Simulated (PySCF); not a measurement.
## Working with the constants of N₂⁺

UHF-CCSD(T) constants of N₂⁺, ²Σg⁺ (doublet), unpaired electrons σ ↑ (PySCF, no relativity, basis sets N 6-311G(d,p); masses 14.0031 and 14.0031 u):

| Quantity | Value |
| --- | --- |
| ωe | 2185.6 cm⁻¹ |
| ωexe | 15.9 cm⁻¹ |
| Be | 1.8887 cm⁻¹ |
| αe | 0.0180 cm⁻¹ |
| D (centrifugal) | 5.64e-06 cm⁻¹ |
| De to N⁺ + N | 7.99 eV |

(1) Give the vibrational terms G(v) and spacings up to v = 6.

(2) How well does the Morse estimate ωe²/(4ωexe) reproduce De, and what is D0?

Correlated steps freeze 2 core orbitals. The state was picked by a PBE0 search and need not be the measured ground state.

Answers

(1) G(v) = ωe(v+½) − ωexe(v+½)².

```tsv
v	G(v) (cm⁻¹)	G(v) − G(v−1)	Bv (cm⁻¹)
0	1089		1.880
1	3243	2154	1.862
2	5365	2122	1.844
3	7455	2090	1.826
4	9513	2058	1.808
5	11540	2027	1.790
6	13535	1995	1.772
```

(2) It gives 9.31 eV, 117 % of the computed De. D0 = De − G(0) = 7.99 − 0.13 = 7.86 eV.
